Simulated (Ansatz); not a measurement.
This geometry of C₄H₁₀FN (16 atoms, charge 0, multiplicity 1) is a first-order saddle point.

Method: RKS BLYP/def2-SVP in Ansatz 0.2.0.

```xyz
16
Properties=species:S:1:pos:R:3
C -0.542 -0.356 -1.428
C 0.083 0.358 -0.208
C 0.286 -0.590 1.000
N 1.246 -1.691 0.763
C -0.776 1.569 0.184
F -0.179 2.293 1.226
H 0.059 -1.234 -1.737
H -0.618 0.319 -2.305
H -1.562 -0.726 -1.192
H 1.084 0.753 -0.496
H 0.599 0.029 1.866
H -0.714 -1.012 1.270
H 2.028 -1.627 1.425
H 1.675 -1.606 -0.167
H -1.785 1.242 0.526
H -0.907 2.256 -0.682
```

Task: Which two structures does it join? (They come from a converged band through this point; their orientation in space is the band's.)

Result: No bond is made or broken. The dihedral C2–C3–N4–H14 goes from 72 to -61°.

First end point:

```xyz
16
Properties=species:S:1:pos:R:3
C -0.600 -0.360 -1.435
C 0.063 0.389 -0.261
C 0.375 -0.544 0.936
N 1.320 -1.611 0.553
C -0.798 1.580 0.178
F -0.147 2.340 1.162
H 0.003 -1.251 -1.695
H -0.693 0.283 -2.335
H -1.618 -0.713 -1.164
H 1.032 0.812 -0.614
H 0.715 0.091 1.787
H -0.572 -1.029 1.264
H 1.418 -2.283 1.326
H 2.260 -1.207 0.426
H -1.768 1.231 0.601
H -1.014 2.248 -0.684
```

Last end point:

```xyz
16
Properties=species:S:1:pos:R:3
C -0.480 -0.377 -1.391
C 0.101 0.390 -0.186
C 0.341 -0.525 1.054
N 1.320 -1.610 0.916
C -0.805 1.576 0.173
F -0.241 2.340 1.205
H 0.174 -1.229 -1.667
H -0.575 0.268 -2.289
H -1.486 -0.790 -1.161
H 1.088 0.817 -0.480
H 0.657 0.123 1.897
H -0.633 -0.974 1.357
H 2.235 -1.231 0.632
H 1.042 -2.265 0.173
H -1.804 1.220 0.515
H -0.956 2.243 -0.705
```

Task: How far does it lie above each of them?

Result: 14.0 kJ/mol above the first and 13.7 kJ/mol above the second. This is the barrier of this one path; another mechanism may lie lower.

Time of the run: 100 s on 2 threads of Arm Neoverse V2 (shared host), peak memory 0.18 GiB.
